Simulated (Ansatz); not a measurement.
Relaxation of BFH$_{4}$O (7 atoms, charge 0, multiplicity 1), to a largest force component of 0.03 eV/Å in at most 50 steps.

Theory: RKS PBE/def2-SVP (Ansatz 0.2.0).

```xyz
7
Properties=species:S:1:pos:R:3
B 0.020 0.528 -0.190
H -0.071 -0.472 1.988
F 1.206 -0.044 -0.434
H -1.008 -0.015 -0.533
O -0.051 1.775 0.398
H 0.834 2.126 0.612
H -0.224 0.233 1.986
```

Where does it end, and by what steps?

The run converged. The force dipped under the threshold on the way, but the program's further checks kept it going. After 49 steps the energy has fallen by 0.222 eV; F3 moved furthest, 1.79 Å.

```json
{"step": "0", "energy less start (eV)": "0.0000", "largest force component (eV/Å)": "1.914", "accepted": "yes"}
{"step": "2", "energy less start (eV)": "-0.1717", "largest force component (eV/Å)": "0.361", "accepted": "yes"}
{"step": "4", "energy less start (eV)": "-0.1931", "largest force component (eV/Å)": "0.202", "accepted": "yes"}
{"step": "6", "energy less start (eV)": "-0.1956", "largest force component (eV/Å)": "0.100", "accepted": "yes"}
{"step": "8", "energy less start (eV)": "-0.1971", "largest force component (eV/Å)": "0.156", "accepted": "yes"}
{"step": "10", "energy less start (eV)": "-0.2006", "largest force component (eV/Å)": "0.257", "accepted": "yes"}
{"step": "12", "energy less start (eV)": "-0.2039", "largest force component (eV/Å)": "0.090", "accepted": "yes"}
{"step": "14", "energy less start (eV)": "-0.2026", "largest force component (eV/Å)": "0.488", "accepted": "no"}
{"step": "16", "energy less start (eV)": "-0.2101", "largest force component (eV/Å)": "0.133", "accepted": "yes"}
{"step": "18", "energy less start (eV)": "-0.2122", "largest force component (eV/Å)": "0.206", "accepted": "yes"}
{"step": "20", "energy less start (eV)": "-0.2147", "largest force component (eV/Å)": "0.080", "accepted": "yes"}
{"step": "22", "energy less start (eV)": "-0.2109", "largest force component (eV/Å)": "0.523", "accepted": "no"}
{"step": "24", "energy less start (eV)": "-0.2160", "largest force component (eV/Å)": "0.052", "accepted": "yes"}
{"step": "26", "energy less start (eV)": "-0.2101", "largest force component (eV/Å)": "0.377", "accepted": "no"}
{"step": "28", "energy less start (eV)": "-0.2177", "largest force component (eV/Å)": "0.042", "accepted": "yes"}
{"step": "30", "energy less start (eV)": "-0.2181", "largest force component (eV/Å)": "0.085", "accepted": "yes"}
{"step": "32", "energy less start (eV)": "-0.2187", "largest force component (eV/Å)": "0.121", "accepted": "yes"}
{"step": "34", "energy less start (eV)": "-0.2114", "largest force component (eV/Å)": "0.678", "accepted": "no"}
{"step": "36", "energy less start (eV)": "-0.2194", "largest force component (eV/Å)": "0.136", "accepted": "yes"}
{"step": "38", "energy less start (eV)": "-0.2202", "largest force component (eV/Å)": "0.024", "accepted": "yes"}
{"step": "40", "energy less start (eV)": "-0.2209", "largest force component (eV/Å)": "0.080", "accepted": "yes"}
{"step": "42", "energy less start (eV)": "-0.2217", "largest force component (eV/Å)": "0.039", "accepted": "yes"}
{"step": "44", "energy less start (eV)": "-0.2216", "largest force component (eV/Å)": "0.123", "accepted": "no"}
{"step": "46", "energy less start (eV)": "-0.2222", "largest force component (eV/Å)": "0.053", "accepted": "yes"}
{"step": "48", "energy less start (eV)": "-0.2224", "largest force component (eV/Å)": "0.060", "accepted": "yes"}
{"step": "49", "energy less start (eV)": "-0.2225", "largest force component (eV/Å)": "0.003", "accepted": "yes"}
```

```xyz
7
Properties=species:S:1:pos:R:3
B 0.097 0.694 -0.863
H -0.435 -0.049 3.611
F 1.021 1.237 -1.670
H -0.862 0.123 -1.333
O 0.232 0.780 0.483
H 1.041 1.261 0.746
H -0.389 0.085 2.855
```

Whether the end is a true minimum wasn't checked by a vibrational analysis.

Run time: 42 s on 1 thread of Intel(R) Xeon(R) Platinum 8488C (Sapphire Rapids), with other jobs on the host, peak memory 0.14 GiB.
